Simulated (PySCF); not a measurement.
CF4, quintet, at a GFN2-xTB geometry of the parent state (a higher spin typed on purpose: for a closed-shell molecule this is an excited state); MP2/STO-3G run with PySCF.

PySCF was given this input:
```python
from pyscf import gto, scf, mp

mol = gto.Mole()
mol.atom = '''
    C     0.000000    0.000000   -0.000000
    F     0.761567    0.766691    0.747684
    F    -0.749402   -0.756914    0.769615
    F    -0.767915    0.750644   -0.757410
    F     0.755750   -0.760420   -0.759889
'''
mol.basis = 'sto-3g'
mol.charge = 0
mol.spin = 4
mol.verbose = 3
mol.build()

mf = scf.UHF(mol)
mf.kernel()

pt = mp.MP2(mf)
pt.kernel()
print('E(MP2) = %.10f' % pt.e_tot)
```

Task: What does PySCF print? Leave out banner, timings and long lists.

Result: 
```
SCF not converged.
SCF energy = -428.381484677634 after 50 cycles  <S^2> = 6.0090038  2S+1 = 5.0036002
E(UMP2) = -428.51831407823  E_corr = -0.136829400595594
E(SCS-UMP2) = -428.513062953086  E_corr = -0.131578275451284
E(MP2) = -428.5183140782
```

Convergence was not reached.
